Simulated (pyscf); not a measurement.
HO–SiH(OH)–S–SH + hydrogen (H₂) → HO–SiH₂–OH + HS–SH (four-centre exchange; singlet surface; S–Si, H–H broken, H–Si, H–S formed). Structures and frequencies: ωB97X-D3(BJ)/def2-SVP in PySCF. Energies in kJ/mol from the separated reactants.

```csv
level,barrier,reaction energy
ωB97X-D3(BJ)/def2-TZVP,?,?
PBE/def2-TZVP,171.8,+49.7
r²SCAN/def2-TZVP,?,+57.0
B3LYP-D3(BJ)/def2-TZVP,195.9,+52.3
ωB97M-D3(BJ)/def2-TZVP,204.0,+49.0
HF/def2-TZVP,274.8,+18.8
```

Fill in the missing entries.


- ωB97X-D3(BJ)/def2-TZVP, barrier: 215.1
- ωB97X-D3(BJ)/def2-TZVP, reaction energy: +64.6
- r²SCAN/def2-TZVP, barrier: 186.6

The functionals in the table span 43.4 kJ/mol in this barrier, from PBE to ωB97X-D3(BJ)/def2-TZVP. On the product side the descent ends in a complex (not fully relaxed), 22.3 kJ/mol under the separated species and 172.9 kJ/mol under the saddle at ωB97X-D3(BJ)/def2-TZVP. This is the saddle that the search found; another between the same sides may lie lower.
